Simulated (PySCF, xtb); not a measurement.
Breaking a bond: BCl3, SMILES ClB(Cl)Cl. The B1–Cl4 bond (B1 also carries Cl, Cl; Cl4 carries nothing else) is pulled apart rigidly from the PBE0/def2-TZVP optimised geometry.

- RHF/cc-pVDZ (PySCF)
- UHF/cc-pVDZ (PySCF)
- UKS-r2SCAN = unrestricted r2SCAN/cc-pVDZ (PySCF)
- GFN1-xTB (xtb)

Energies are in eV, each relative to the lowest point of its own curve near equilibrium.

| R / Å | RHF | UHF | UKS-r2SCAN | GFN1-xTB |
|---|---|---|---|---|
| 1.40 | 2.999 | 2.999 | 2.862 | 2.951 |
| 1.49 | 1.409 | 1.409 | 1.336 | 1.286 |
| 1.57 | 0.592 | 0.592 | 0.559 | 0.501 |
| 1.62 | 0.287 | 0.287 | 0.270 | ? |
| 1.68 | 0.077 | 0.077 | 0.073 | 0.053 |
| 1.74 | 0.000 | 0.000 | 0.000 | 0.000 |
| 1.81 | 0.035 | 0.035 | ? | 0.044 |
| 1.84 | 0.081 | 0.081 | 0.074 | 0.089 |
| 1.90 | 0.217 | 0.217 | 0.198 | 0.213 |
| 2.00 | 0.536 | 0.536 | 0.487 | 0.491 |
| 2.13 | 1.047 | 1.047 | 0.945 | 0.929 |
| 2.36 | 2.028 | 2.028 | 1.811 | 1.769 |
| 2.64 | 3.153 | 3.030 | 2.777 | 2.704 |
| 2.85 | 3.892 | 3.395 | 3.391 | 3.275 |
| 3.09 | 4.622 | 3.601 | 3.925 | 3.781 |
| 3.43 | ? | 3.724 | 4.365 | 4.271 |
| 3.85 | ? | 3.776 | 4.654 | 4.613 |
| 4.24 | ? | 3.793 | 4.797 | 4.765 |
| 4.65 | ? | 3.799 | 4.879 | 4.837 |
| 5.27 | 7.784 | 3.803 | 4.939 | 4.895 |
| 6.08 | 8.152 | 3.804 | 4.968 | 4.944 |

**Question.** Fill in the missing entries.

**Answer.** 
- 1.62, GFN1-xTB: 0.228
- 1.81, UKS-r2SCAN: 0.031
- 3.43, RHF: 5.474
- 3.85, RHF: 6.287
- 4.24, RHF: 6.860
- 4.65, RHF: 7.313

The restricted form behind RHF keeps the bonding electrons paired and can't separate into open-shell fragments. The unrestricted determinant behind UHF is spin-contaminated at 2.64 to 6.08 Å (<S²> up to 1.0, against 0.00 for a pure singlet). The unrestricted determinant behind UKS-r2SCAN is spin-contaminated at 3.09 to 6.08 Å (<S²> up to 0.9, against 0.00 for a pure singlet). At the longest distance UKS-r2SCAN leaves fractional charges on the fragments, a sign of delocalisation error or of the restricted form.
